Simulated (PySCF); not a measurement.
Frontier orbitals and the lowest excitations

Compound: 2-methyl-3-butyn-2-ol, C5H8O.
Atom-mapped SMILES: `[CH:1]#[C:2][C:3]([CH3:4])([CH3:5])[OH:6]` (hydrogens: H7 on C1; H8, H9, H10 on C4; H11, H12, H13 on C5; H14 on O6)

Geometry (PBE0-D3(BJ)/def2-SVP, Å), atoms numbered from 1 in this order:
```xyz
14
C5H8O angstrom
C      2.4046    0.6449   -0.4435
C      1.2595    0.3969   -0.1358
C     -0.1504    0.1356    0.2197
C     -1.0052    0.1512   -1.0508
C     -0.2712   -1.1988    0.9473
O     -0.6087    1.1143    1.1330
H      3.4232    0.8620   -0.7074
H     -0.9241    1.1252   -1.5575
H     -0.6855   -0.6266   -1.7594
H     -2.0575   -0.0176   -0.7788
H     -1.3242   -1.3642    1.2185
H      0.0746   -2.0263    0.3131
H      0.3276   -1.1757    1.8678
H     -0.4627    1.9791    0.7335
```

The calculation used TDDFT wB97X-D/def2-SVPD, vertical, gas phase, core orbitals frozen in the response (PySCF).

Frontier orbitals with the atoms that hold most of them (Löwdin shares over 4%, at most four atoms; ? is withheld):

| orbital | ε (eV) | atoms |
| --- | --- | --- |
| LUMO+2 | 2.81 | C1 33%, C2 26%, H7 10%, C4 6% |
| LUMO+1 | 2.54 | C1 32%, C2 23%, H7 9%, O6 7% |
| LUMO | ? | C1 18%, O6 17%, C2 12%, C4 11% |
| HOMO | -9.77 | ? |
| HOMO-1 | -9.92 | ? |
| HOMO-2 | -10.55 | O6 47%, C2 14%, C1 11%, C3 10% |
| HOMO-3 | -11.84 | O6 24%, C5 17%, C3 16%, C4 13% |

(1) Give the leading atoms of the HOMO.

(2) Which atoms hold the HOMO-1, and with what shares?

(3) What is the LUMO energy, and the HOMO–LUMO gap?

## Answers

(1) C1 (bonded to C and H) 34%; C2 (bonded to 2 C) 31%; O6 (bonded to C and H) 12%; C3 (bonded to 3 C and O) 6%. By element: carbon 71% or more, oxygen 12%.

(2) C1 (bonded to C and H) 39%; C2 (bonded to 2 C) 38%; O6 (bonded to C and H) 13%. By element: carbon 77% or more, oxygen 13%.

(3) ε(LUMO) = 2.04 eV; the gap is 11.81 eV (0.4339 hartree).

Task: How does S1 compare with the orbital gap of 11.81 eV?

Result: S1 is at 6.47 eV (f = 0.0001), 5.33 eV below the gap, made of HOMO→LUMO+1 (44%), HOMO-1→LUMO+1 (18%), HOMO→LUMO (12%). Its leading pair isn't HOMO and LUMO; the energies of that pair differ by 12.31 eV. 

Next come S2 at 6.84 eV (f 0.0040), HOMO-1→LUMO+1 (28%), HOMO→LUMO+2 (27%), HOMO-1→LUMO (10%); S3 at 6.95 eV (f 0.0009), HOMO-1→LUMO+2 (52%), HOMO→LUMO+2 (19%), HOMO-2→LUMO+2 (8%); S4 at 7.51 eV (f 0.052), HOMO→LUMO (48%), HOMO-2→LUMO (16%), HOMO-1→LUMO (13%); S5 at 7.73 eV (f 0.059), HOMO-1→LUMO (49%), HOMO→LUMO (19%).

One conformer stands for the species.
